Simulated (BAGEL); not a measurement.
# BH2Cl− (SMILES [BH2-]Cl): UHF/STO-3G (density fitting with qzvpp-jkfit)

Aim: the vertical doublet–quartet gap of BH2Cl− at UHF/STO-3G (density fitting with qzvpp-jkfit), from 2 runs. 

The results are computed with BAGEL 1.2.2.

6 further runs of the same task are left out: 3 that didn't finish, 3 set aside as unsound or not needed.

## (1) The structure to begin with

BH2Cl−: 4 atoms, total charge -1, spin state doublet. SMILES: `[BH2-]Cl`. Geometry: relaxed at GFN2-xTB.

Bond lengths: B1–Cl2 1.923 Å, B1–H3 1.212 Å, B1–H4 1.212 Å. Angles: Cl2–B1–H3 107.8°, Cl2–B1–H4 107.8°, H3–B1–H4 115.8°.

## (2) The energy at UHF/STO-3G (density fitting with qzvpp-jkfit)

File hf.json:

```json
{ "bagel" : [

{
  "title" : "molecule",
  "basis" : "sto-3g",
  "df_basis" : "qzvpp-jkfit",
  "angstrom" : "true",
  "geometry" : [
    { "atom" : "B", "xyz" : [   -0.072740,   -0.194320,   -0.337270 ] },
    { "atom" : "Cl", "xyz" : [    1.390160,    0.062360,    0.884750 ] },
    { "atom" : "H", "xyz" : [   -0.963970,   -0.752550,    0.264630 ] },
    { "atom" : "H", "xyz" : [   -0.353460,    0.884500,   -0.812110 ] }
  ]
},
{ "title" : "uhf", "charge" : -1, "nopen" : 1 },
{ "title" : "print", "file" : "orbitals.molden", "orbitals" : "true" }

]}
```

Run with:

```sh
$ BAGEL_NUM_THREADS=1 BAGEL hf.json > hf.out
```

Output:

```text
* using 1 threads per process

  ===============================================================
  ===============================================================

  *** Geometry ***

  { "atom" : "B", "xyz" : [     -0.137459,     -0.367212,     -0.637348 ] },
  { "atom" : "Cl", "xyz" : [      2.627022,      0.117843,      1.671935 ] },
  { "atom" : "H", "xyz" : [     -1.821639,     -1.422113,      0.500078 ] },
  { "atom" : "H", "xyz" : [     -0.667943,      1.671463,     -1.534665 ] },

  Number of auxiliary basis functions:      239

  Since a DF basis is specified, we compute 2- and 3-index integrals:
    o Being stored without compression. Storage requirement is 0.000 GB

  Number of basis functions:       16
  Number of electrons      :       24

    * METHOD: MOLECULE                             0.03

  *** Open-shell HF ***

  === Nuclear Repulsion ===
    35.0185066225

      * DIIS with orbital gradients will be used.

  === UHF iteration (sto-3g) ===
      0       -479.95568891          0.02489250           0.00
      1       -479.98383309          0.00849481           0.00
      2       -479.98770144          0.00325569           0.00
      3       -479.98870894          0.00056797           0.00
      4       -479.98884253          0.00017364           0.00
      5       -479.98886512          0.00002503           0.00
      6       -479.98886560          0.00000689           0.00
      7       -479.98886566          0.00000159           0.00
      8       -479.98886567          0.00000038           0.00
      9       -479.98886567          0.00000009           0.00
     10       -479.98886567          0.00000005           0.00
     11       -479.98886567          0.00000001           0.00
     12       -479.98886567          0.00000000           0.00
    * SCF iteration converged.

    * S^2 (UHF) is 0.7551

    * Permanent dipole moment:
           (   -0.756259,    -0.032109,    -0.478070) a.u.

    * METHOD: UHF                                  0.07

    * METHOD: PRINT                                0.00

  ===============================================================
```

Run time: 0.24 s. Hardware: 1 thread of Arm Neoverse V2, shared host.

## (3) The quartet, same level

File input.json:

```json
{ "bagel": [

{
  "title": "molecule",
  "basis": "sto-3g",
  "df_basis": "qzvpp-jkfit",
  "angstrom": true,
  "geometry": [
    { "atom": "B", "xyz": [   -0.072740,   -0.194320,   -0.337270 ] },
    { "atom": "Cl", "xyz": [    1.390160,    0.062360,    0.884750 ] },
    { "atom": "H", "xyz": [   -0.963970,   -0.752550,    0.264630 ] },
    { "atom": "H", "xyz": [   -0.353460,    0.884500,   -0.812110 ] }
  ]
},
{ "title": "uhf", "charge": -1, "nopen": 3 },
{ "title": "print", "file": "orbitals.molden", "orbitals": true }

]}
```

Run with:

```sh
$ BAGEL_NUM_THREADS=1 BAGEL input.json > input.out
```

Output:

```text
* using 1 threads per process

  ===============================================================
  ===============================================================

  *** Geometry ***

  { "atom" : "B", "xyz" : [     -0.137459,     -0.367212,     -0.637348 ] },
  { "atom" : "Cl", "xyz" : [      2.627022,      0.117843,      1.671935 ] },
  { "atom" : "H", "xyz" : [     -1.821639,     -1.422113,      0.500078 ] },
  { "atom" : "H", "xyz" : [     -0.667943,      1.671463,     -1.534665 ] },

  Number of auxiliary basis functions:      239

  Since a DF basis is specified, we compute 2- and 3-index integrals:
    o Being stored without compression. Storage requirement is 0.000 GB

  Number of basis functions:       16
  Number of electrons      :       24

    * METHOD: MOLECULE                             0.03

  *** Open-shell HF ***

  === Nuclear Repulsion ===
    35.0185066225

      * DIIS with orbital gradients will be used.

  === UHF iteration (sto-3g) ===
      0       -479.48313750          0.02956351           0.00
      1       -479.52647080          0.00894061           0.00
      2       -479.53266738          0.00504073           0.00
      3       -479.53686470          0.00339295           0.00
      4       -479.54145153          0.00221002           0.00
      5       -479.54453459          0.00089047           0.00
      6       -479.54471979          0.00062034           0.00
      7       -479.54487395          0.00013129           0.00
      8       -479.54487537          0.00006634           0.00
      9       -479.54487663          0.00001103           0.00
     10       -479.54487665          0.00000564           0.00
     11       -479.54487666          0.00000543           0.00
     12       -479.54487668          0.00000523           0.00
     13       -479.54487676          0.00000457           0.00
     14       -479.54487690          0.00000331           0.00
     15       -479.54487700          0.00000178           0.00
     16       -479.54487701          0.00000123           0.00
     17       -479.54487701          0.00000113           0.00
     18       -479.54487701          0.00000085           0.00
     19       -479.54487701          0.00000052           0.00
     20       -479.54487701          0.00000022           0.00
     21       -479.54487701          0.00000011           0.00
     22       -479.54487701          0.00000006           0.00
     23       -479.54487701          0.00000004           0.00
     24       -479.54487701          0.00000002           0.00
     25       -479.54487701          0.00000001           0.00
     26       -479.54487701          0.00000001           0.00
     27       -479.54487701          0.00000001           0.00
    * SCF iteration converged.

    * S^2 (UHF) is 3.7525

    * Permanent dipole moment:
           (   -1.789604,    -0.208166,    -1.346508) a.u.

    * METHOD: UHF                                  0.13

    * METHOD: PRINT                                0.00

  ===============================================================
```

Wall time 0.28 s (1 thread of Arm Neoverse V2, shared host).

## (4) Outcome

At UHF/STO-3G (density fitting with qzvpp-jkfit):

| quantity | value |
| --- | --- |
| doublet: total energy | -479.98887 Eh |
| doublet: ⟨S²⟩ | 0.755 |
| quartet: total energy | -479.54488 Eh |
| quartet: ⟨S²⟩ | 3.752 |
| vertical energy of the quartet above the doublet | 12.082 eV |

In words: At this shape the quartet lies 12.08 eV (279 kcal/mol) above the doublet. For an anion a state so high probably lies above electron detachment. In a minimal basis such a difference can be off by several eV, whatever the method.
